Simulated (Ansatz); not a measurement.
A made-up structure of MgSiH2Cl (charge -1), singlet:

```xyz
5
angstrom
Si -0.6425 0.2516 -1.1934
Mg 0.8013 -0.3491 0.1921
Cl 2.1488 -0.9135 1.3750
H -0.6656 1.6085 -0.2172
H -1.6420 -0.5974 -0.1566
```

It is relaxed with PBE-D4/def2-SVPD and then PBE0-D4/def2-TZVPD (Ansatz 0.2.0). Atoms count as bonded within 1.22 times the sum of their covalent radii (H–H: 0.88 Å). The end point is not checked to be a true minimum.

(1) Does its bonding change? (A judgement: the text doesn't fix the answer.)

Results:

(1) Computed: No: no bond forms or breaks.

Where it ends: The first stage lowers the energy by 2.69 eV in 9 steps. It ends as MgSiH₂Cl ([SiH2][Mg][Cl]), total charge -1:
```csv
atom,x (Å),y (Å),z (Å)
Si1,-0.8831,0.3559,-1.2775
Mg2,0.9572,-0.4153,0.3055
Cl3,2.6615,-1.1321,1.6763
H4,-0.9159,1.6168,-0.3802
H5,-1.8198,-0.4253,-0.3242
```

Labels in which every atom is bracketed show which atoms are joined, not bond orders.

For scale, one of the runs: PBE0-D4/def2-TZVPD relaxation, 142 basis functions, launched by `ansatz run in.yaml --threads 2 --pin off --events-out ev --progress --plain --max-ram 4352MiB`. The run took about 18 s on 2 CPU threads of an AMD EPYC 7B13 (shared host).
